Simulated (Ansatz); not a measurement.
**CH4S2: single points off equilibrium**

One table from this session's results is given with a row withheld; the runs are named, their logs left out.

Method: single points in def2-TZVPP; program: Ansatz 0.2.0, Gaussian basis.

Cores are frozen in the correlated methods.

## Where the work starts

SMILES `SCS`, 7 atoms, charge 0, spin multiplicity 1.

Atoms are counted from 1 here; the program's logs count them from 0.

Bond lengths: S1–C2 1.816 Å, S1–H4 1.416 Å, C2–S3 1.821 Å, C2–H5 1.049 Å, C2–H6 1.186 Å, S3–H7 1.297 Å. Angles: C2–S1–H4 90.1°, S1–C2–S3 106.2°, S1–C2–H5 115.5°, S1–C2–H6 100.9°, S3–C2–H5 105.4°, S3–C2–H6 100.9°, H5–C2–H6 125.8°, C2–S3–H7 95.3°.

Coordinates:

```xyz
7
charge 0, multiplicity 1
S    -1.05580    0.98910   -0.90630
C    -0.04540   -0.18130    0.04600
S     1.67980    0.37480   -0.13340
H    -2.21790    0.24110   -0.59720
H    -0.05600   -1.17180   -0.29990
H    -0.28030    0.16840    1.15420
H     2.17390   -0.50290    0.68390
```

The first run:

The input, run/in.yaml:

```yaml
crystal:
  periodic: [false, false, false]
  atoms:
    - {symbol: S, position_ang: [-1.055800, 0.989100, -0.906300]}
    - {symbol: C, position_ang: [-0.045400, -0.181300, 0.046000]}
    - {symbol: S, position_ang: [1.679800, 0.374800, -0.133400]}
    - {symbol: H, position_ang: [-2.217900, 0.241100, -0.597200]}
    - {symbol: H, position_ang: [-0.056000, -1.171800, -0.299900]}
    - {symbol: H, position_ang: [-0.280300, 0.168400, 1.154200]}
    - {symbol: H, position_ang: [2.173900, -0.502900, 0.683900]}
basis:
  gaussian: {orbitals: def2-TZVPP}
correlation: {method: ccsd_t}
output: {forces: true}
```

The command line of these runs was not kept.

Steps of the session up to this table: CCSD(T)/def2-TZVPP; PBE0-D4/def2-TZVPP; wB97M-V/def2-TZVPP; r2SCAN-D4/def2-TZVPP; PBE-D4/def2-TZVPP; r2SCAN0-D4/def2-TZVPP; CAM-B3LYP-D4/def2-TZVPP.

One of the session's tables, all rows but one given; the rest of the session is left out.

```
      method  RMS force component (eV/Å)  angle to CCSD(T) forces (°)  dipole (D)
     CCSD(T)                       1.396                    reference        2.45
     PBE0-D4                       1.422                          4.6        2.55
     wB97M-V                       1.409                          3.0        2.46
   r2SCAN-D4                       1.401                          2.5        2.59
      PBE-D4                           ?                            ?           ?
  r2SCAN0-D4                       1.444                          5.1        2.62
CAM-B3LYP-D4                       1.429                          3.9        2.54
```

Q: Estimate the row for PBE-D4 from the others.

The run gave: RMS force component (eV/Å): 1.373; angle to CCSD(T) forces (°): 7.8; dipole (D): 2.47. In the column «RMS force component (eV/Å)» it is the lowest.
